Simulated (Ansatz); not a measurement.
Geometry optimisation, RKS PBE0/def2-SVP (Ansatz 0.2.0).

Input file:

```yaml
crystal:
  periodic: [false, false, false]
  atoms:
    - { symbol: B, position_ang: [0.054643, 0.322419, -0.035089] }
    - { symbol: H, position_ang: [-0.055161, 0.358021, 1.160821] }
    - { symbol: H, position_ang: [1.099918, 0.476494, -0.61678] }
    - { symbol: F, position_ang: [-1.059697, 0.232, -0.740468] }
    - { symbol: O, position_ang: [0.183304, -2.164189, 0.70862] }
    - { symbol: H, position_ang: [-0.696135, -2.419027, 0.403962] }
    - { symbol: H, position_ang: [-0.005072, -1.493219, 1.403134] }
basis:
  gaussian: { orbitals: def2-SVP }
hamiltonian:
  xc: pbe0
relax:
  f_tol: 0.03
  max_steps: 50
```

Launched with:

```bash
$ ansatz run input.yaml --threads 1 --pin off --max-ram 2048MiB --backend cpu --events-out ev --progress --plain --runs-dir out
```

**Question.** Where does it end, and by what steps?

**Answer.** The run converged. After 19 steps the energy has fallen by 0.457 eV; H6 moved furthest, 0.82 Å. Joined: B1–O5.

```
step  energy less start (eV)  largest force component (eV/Å)  accepted
   0                  0.0000                           0.871       yes
   1                  0.0229                           2.715        no
   2                 -0.0598                           0.629       yes
   3                 -0.1073                           0.683       yes
   4                 -0.1857                           1.621       yes
   5                 -0.2945                           2.284       yes
   6                 -0.3924                           0.986       yes
   7                 -0.4194                           0.257       yes
   8                 -0.4325                           0.287       yes
   9                 -0.4299                           0.288        no
  10                 -0.4408                           0.092       yes
  11                 -0.4421                           0.266       yes
  12                 -0.4453                           0.126       yes
  13                 -0.4533                           0.077       yes
  14                 -0.4537                           0.094       yes
  15                 -0.3851                           1.525        no
  16                 -0.4558                           0.119       yes
  17                 -0.4562                           0.116       yes
  18                 -0.4563                           0.169       yes
  19                 -0.4570                           0.006       yes
```

```xyz
7
Properties=species:S:1:pos:R:3
B 0.038 0.027 0.124
H 0.204 0.666 1.149
H 0.920 0.019 -0.718
F -1.245 0.031 -0.370
O 0.170 -1.567 0.728
H -0.027 -2.170 -0.004
H -0.540 -1.692 1.375
```

The run took 34 s on 1 thread of Arm Neoverse V2, with other jobs on the host, peak memory 0.1 GiB.
